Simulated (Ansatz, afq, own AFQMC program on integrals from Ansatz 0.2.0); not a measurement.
**CH$_{4}$, singlet in 6-31G, levels against full CI**

```yaml
atoms:
  - { symbol: C, position_ang: [-0.0086, -0.0086, 0.0086] }
  - { symbol: H, position_ang: [0.6194, 0.6215, 0.6378] }
  - { symbol: H, position_ang: [-0.5030, -0.4992, 0.5010] }
  - { symbol: H, position_ang: [-0.6352, 0.6196, -0.6239] }
  - { symbol: H, position_ang: [0.6215, -0.6400, -0.6171] }
```

Basis 6-31G. Noble-gas cores (and the filled d shells of Ga–Kr and In–Xe) are frozen. Integrals, coupled cluster, full CI and functionals: Ansatz 0.2.0; the random walks run on the same integrals in our own AFQMC program. The CISD trial takes its coefficients from CCSD amplitudes. Released means that phaseless walkers are propagated on without the constraint, phases kept. ± is one standard error of the sampling.

Determinant: RHF, the one that the program's search chose, which needn't be the lowest solution. The geometry is a point of a scan.

Full CI on the same integrals is exact in this basis and with this determinant's frozen core.

The T1 diagnostic is 0.0039, the weight of the determinant in the CISD state is 0.952 and the size of the correlated space is 8 electrons in 16 orbitals.

Reference: full CI, correlation energy -3.100 eV. The released energy is read at 2.40 1/Eh (meV from the phaseless value at times in 1/Eh: 0.8 ± 1.0 at 0.24, -1.0 ± 1.2 at 0.51, -0.5 ± 0.6 at 0.99, 0.0 ± 0.8 at 1.62, -0.1 ± 0.8 at 2.40).

```tsv
level	E − E(reference) (kcal/mol)	share of correlation (%)
HF	71.48	0.00
MP2	12.45	82.58
CCSD	1.06	98.52
CCSD(T)	0.17	99.76
CCSDT	0.05	99.93
CCSDT(Q)	0.00	100.00
CCSDTQ	0.00	99.99
ph-AFQMC/CISD	0.02 ± 0.03	99.97
released AFQMC	0.02 ± 0.02	99.98
```

CCSDT and higher add their correlation energy to the determinant of the CCSD(T) run, since their own runs factorise the integrals more tightly (a shift of under 2 meV). A walk keeps the symmetry of its determinant, which the program's search chose and which needn't be the lowest solution, so a lower state of the same spin and another symmetry isn't excluded. Released energies are given only where the last usable release times agree within the noise; a slower fall can still hide under it.
